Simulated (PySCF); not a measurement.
C₃H₄, SMILES C=C=C. Heavy atoms are numbered as in [CH2:1]=[C:2]=[CH2:3]. Hydrogens are named by the atom that carries them.

The structure is a stationary point at B3LYP-D3(BJ)/def2-TZVP.

Level of theory: KT2/pcSseg-2 (PySCF).

GIAO shieldings, no solvent; atoms alike by connectivity are averaged. δ = σ(ref) − σ: ¹³C against TMS (σ = 184.2 ppm); ¹H against TMS (σ = 31.47 ppm), references at their B3LYP-D3(BJ)/def2-TZVP geometries, non-relativistic.

Computed chemical shifts:
| nucleus | atoms | count | δ (ppm) |
|---|---|---|---|
| ¹³C | C2 | 1 | 216.8 |
| ¹³C | C1 (CH2) | 2 | 71.7 |
| ¹H | H on C1 | 4 | 4.77 |
